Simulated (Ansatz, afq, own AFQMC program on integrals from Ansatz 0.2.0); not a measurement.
**AlH₃Br, doublet: AFQMC among the cluster methods**

```xyz
5

Al   -2.6073    0.0000    0.0000
H    -3.4002    1.3734    0.0000
H    -3.4002   -1.3734    0.0000
H    -0.7543    0.0000    0.0000
Br    0.9757    0.0000    0.0000
```

Connectivity, by distances: AlH2 ··· Br, 1 bridging H.

Basis cc-pVTZ. Noble-gas cores (and the filled d shells of Ga–Kr and In–Xe) are frozen. Ansatz 0.2.0 and our own AFQMC program on the same integrals; the CISD trial comes from CCSD amplitudes, and released means the phaseless constraint is let go. Uncertainties: one standard error, sampling alone. No spin–orbit coupling.

Determinant: UHF, the one that the program's search chose, which needn't be the lowest solution. The geometry is a point of a scan.

No full CI on the walks' own integrals is used here. The released AFQMC energy serves as the reference, which it does only where one determinant dominates, the energy is flat over the last release times and near the phaseless one (40 meV or 2 meV an electron, half that with transition metals). On small molecules, where full CI could be run and the noise was under 10 meV, such values lay within 10 meV of it in 19 cases of 20, a flattering rate, since the rule was set on those same cases; what remains of the bias isn't in the error bar.

Cautions: no relativity below Rb; no spin-orbit coupling; inner d shell frozen; the released value is read at 2.40 1/Eh (meV from the phaseless value at times in 1/Eh: -9 ± 5 at 0.24, -15 ± 4 at 0.51, -7 ± 3 at 0.99, -12 ± 5 at 1.62, -17 ± 7 at 2.40).

```
T1 diagnostic                               : 0.0145
weight of the determinant in the CISD state : 0.863
⟨S²⟩ of the determinant                     : 0.781
size of the correlated space                : 13 electrons in 100 orbitals
```

Reference: AFQMC with the constraint released, correlation energy -8.138 ± 0.007 eV.

```tsv
level	E − E(reference) (kcal/mol)	share of correlation (%)
HF	187.66 ± 0.15	0.00
MP2	31.43 ± 0.15	83.25
CCSD	6.81 ± 0.15	96.37
CCSD(T)	1.10 ± 0.15	99.41
ph-AFQMC/CISD	0.39 ± 0.20	99.79
```

A walk keeps the symmetry of its determinant, which the program's search chose and which needn't be the lowest solution, so a lower state of the same spin and another symmetry isn't excluded. Released energies are given only where the last usable release times agree within the noise; a slower fall can still hide under it.
